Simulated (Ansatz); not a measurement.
# C₂H₃FO: taking an electron away

An exercise on one series of results from a longer session: the logs are not shown, and one member is left open.

The runs use Ansatz 0.2.0, Gaussian basis; unrestricted cation, the program's frozen cores in correlated methods.

The runs, in order: UKS PBE-D4/def2-TZVPP; UKS r2SCAN-D4/def2-TZVPP; UKS PBE0-D4/def2-TZVPP; UKS B3LYP-D4/def2-TZVPP; UKS wB97X-V/def2-TZVPP; UKS wB97M-V/def2-TZVPP; UKS B2PLYP/def2-TZVPP; UHF-CCSD(T)/def2-TZVPP; UHF-CCSD(T)/def2-QZVPP; extrapolation to the limit; then −ε(HOMO) from the neutral's earlier runs with LDA (SPW92), PBE-D4, revPBE-D4, BLYP-D4, r2SCAN-D4, B97M-V, PBE0-D4, B3LYP-D4, r2SCANh-D4, r2SCAN0-D4, HSE06-D4, BHLYP-D4, CAM-B3LYP-D4, LC-ωPBE, ωB97X-V, ωB97M-V.

## The relaxed structure

All runs share one geometry, relaxed beforehand with PBE0-D4 in a triple-zeta def2 set.

SMILES `FC1CO1`, 7 atoms, charge 0, spin multiplicity 1.

Atoms are counted from 1 here; the program's logs count them from 0.

Bond lengths: F1–C2 1.351 Å, C2–C3 1.449 Å, C2–O4 1.374 Å, C2–H5 1.087 Å, C3–O4 1.439 Å, C3–H6 1.086 Å, C3–H7 1.086 Å. Angles: F1–C2–C3 118.9°, F1–C2–O4 115.5°, F1–C2–H5 110.6°, C3–C2–O4 61.2°, C3–C2–H5 124.3°, O4–C2–H5 117.4°, C2–C3–O4 56.8°, C2–C3–H6 120.8°, C2–C3–H7 118.0°, O4–C3–H6 115.4°, O4–C3–H7 114.6°, H6–C3–H7 116.8°, C2–O4–C3 62.0°.

Set-up of the first run:

Input file in.yaml:

```yaml
crystal:
  periodic: [false, false, false]
  atoms:
    - {symbol: F, position_ang: [-1.230105, -1.269681, -0.057091]}
    - {symbol: C, position_ang: [-0.627821, -0.077476, -0.262021]}
    - {symbol: C, position_ang: [0.671386, 0.163607, 0.333374]}
    - {symbol: O, position_ang: [0.484927, -0.107938, -1.067736]}
    - {symbol: H, position_ang: [-1.365992, 0.696013, -0.456997]}
    - {symbol: H, position_ang: [0.995689, 1.172177, 0.572517]}
    - {symbol: H, position_ang: [1.133116, -0.644702, 0.892153]}
basis:
  gaussian: {orbitals: def2-TZVPP}
total_charge: 1
magnetization: {spin_polarized: true, initial_magnetization: 1}
hamiltonian: {xc: pbe, dispersion: d4}
```

Command:

```
$ ansatz run in.yaml --threads 2 --pin off --events-out ev --progress --plain --max-ram 32768MiB --backend cpu
```

Among the steps run: Cation, UKS PBE-D4/def2-TZVPP; Cation, UKS r2SCAN-D4/def2-TZVPP; Cation, UKS PBE0-D4/def2-TZVPP; Cation, UKS B3LYP-D4/def2-TZVPP; Cation, UKS wB97X-V/def2-TZVPP; Cation, UKS wB97M-V/def2-TZVPP; Cation, UKS B2PLYP (frozen core)/def2-TZVPP; Cation, UHF-CCSD(T)/def2-TZVPP; Cation, UHF-CCSD(T)/def2-QZVPP.

One table of the session follows, with a row left open; its other results are not shown here.

It belongs to the step «Ionisation energies side by side». For comparison, −ε(HOMO) of the neutral from earlier runs:

```
  functional  −ε(HOMO) (eV)
 LDA (SPW92)           7.16
      PBE-D4           7.01
   revPBE-D4           6.95
     BLYP-D4           6.93
   r2SCAN-D4           7.36
      B97M-V           7.51
     PBE0-D4           8.70
    B3LYP-D4           8.45
  r2SCANh-D4           8.00
  r2SCAN0-D4           8.95
    HSE06-D4           8.29
    BHLYP-D4              ?
CAM-B3LYP-D4          10.20
     LC-ωPBE          11.53
     ωB97X-V          11.19
     ωB97M-V          11.13
```

**Question.** Estimate the row for BHLYP-D4.

Worked estimate for «−ε(HOMO) (eV)». Against the share of exact exchange, BLYP-D4 (0, 6.93), B3LYP-D4 (0.2, 8.45) give a slope of 7.60 per unit share; at 0.5 the line stands at 10.73.

As computed: −ε(HOMO) (eV): 10.33. In «−ε(HOMO) (eV)» the line misses by +0.40.
